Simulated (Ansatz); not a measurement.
# P2H⁺, triplet: reading a ladder of total energies

Geometry: that of the P2H, doublet, kept fixed. The singlet lies 1.3 eV lower here.

```xyz
3

P     0.0000   -0.0767    0.9739
P     0.0000    0.0334   -1.0140
H     0.0000    1.3332    1.2319
```

Basis 6-31G; Ansatz 0.2.0. Only valence electrons are correlated (noble-gas cores frozen), which leaves 10 electrons in 18 orbitals. R marks a restricted (for open shells ROHF) determinant.

Full CI is exact within this basis and frozen core; it isn't the basis-set limit.

The cluster runs stand on a determinant 0.32 eV above the lowest RHF solution, chosen by trial CCSD; the correlation energy below is counted from it.

Runs differ by some tens of microhartree through their thresholds and, for an open shell, their frozen cores, so steps under 0.03 kcal/mol mean nothing.

```
                                 level  total energy (hartree)
RHF determinant under the cluster runs             -681.548822
                                  RMP2             -681.654157
                                 RCCSD             -681.680374
                              RCCSD(T)             -681.684946
                                RCCSDT             -681.685943
                             RCCSDT(Q)             -681.686879
                               RCCSDTQ             -681.686913
                               full CI             -681.686994
```

Problem. What is the correlation energy at full CI, and what share of it do RMP2 and RCCSD(T) recover?

Solution. E(corr) = -681.686994 − (-681.548822) = -0.138172 hartree = -3.760 eV. RMP2: -0.105335 / -0.138172 = 76.23 %. RCCSD(T): -0.136124 / -0.138172 = 98.52 %.

Problem. By how many kcal/mol does RCCSD(T) miss full CI (1 hartree = 627.509 kcal/mol), and which steps make up the rest?

Solution. -681.684946 − (-681.686994) = 0.002048 hartree = 1.29 kcal/mol. Steps: RCCSDT − RCCSD(T) = -0.63, RCCSDT(Q) − RCCSDT = -0.59, RCCSDTQ − RCCSDT(Q) = -0.02, full CI − RCCSDTQ = -0.05 kcal/mol. With more than one leading determinant such errors change with state and geometry, and needn't cancel in differences.
